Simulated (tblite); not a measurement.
Compound: C5H5F (charge -1 and doublet state).
Atom-mapped SMILES: `[H]/[C-:1]=[C:2]/[CH:3]=[C:4](/[CH3:5])[F:6]` (hydrogens: H7 on C1; H8 on C3; H9, H10, H11 on C5)

Structure optimised with GFN2-xTB, isolated species. This method treats the open shell by occupation alone, without spin polarisation.

(1) Give the optimised bond lengths and angles.

## Answers

(1) 
```
         bond  length (Å)
        C1=C2       1.238
        C2–C3       1.367
        C3=C4       1.417
        C4–C5       1.503
        C4–F6       1.428
        C1–H7       1.068
        C3–H8       1.092
C5–H9, C5–H10       1.093
       C5–H11       1.106
```

Bonds in one row agree within 0.01 Å and their mean is given. A selection of angles:
```
    angle  degrees
 C2–C1–H7    141.9
 C1–C2–C3    163.4
 C2–C3–C4    127.1
 C2–C3–H8    117.2
 C4–C3–H8    113.9
 C3–C4–C5    121.3
 C3–C4–F6    116.6
 C5–C4–F6    109.7
 C4–C5–H9    110.3
C4–C5–H11    114.0
H9–C5–H10    108.2
```

Dihedral angles: C1–C2–C3–C4 109° (anticlinal); C2–C3–C4–C5 -165° (antiperiplanar). The mirror-image conformer, all signs reversed, is as good.

C4 (carbon bonded to 2 C and F) is pyramidal (angles 121.3°, 116.6° and 109.7°, sum 347.5°, 0.30 Å off the plane of its three neighbours). The 4 C–C bonds span 1.238 Å (C1=C2, drawn double in a drawing that doesn't fit all lengths) to 1.503 Å (C4–C5, drawn single in a drawing that doesn't fit all lengths), a spread of 0.265 Å. Of the pairs four or more bonds apart, H8···H10 is among the closest relative to their van der Waals radii: 2.49 Å, 104 % of the sum of Bondi's values. C3 (carbon bonded to 2 C and H) is almost planar (angles 127.1°, 117.2° and 113.9°, sum 358.2°, 0.10 Å off the plane of its three neighbours).

Point group: C1 (no symmetry element, even within 0.4 Å). Its GFN2-xTB frequencies are all real (lowest 107 cm⁻¹). Whether the extra electron is bound in the gas phase wasn't checked; a finite basis holds it in any case. 2 starts were optimised and ended at 0.00 and 0.06 kcal/mol (GFN2-xTB); the lowest of these is shown.

On Arm Neoverse V1, one thread, on a shared host, this took 0.28 s. That covers the optimisation of the geometry.

All values are computed, not measured.
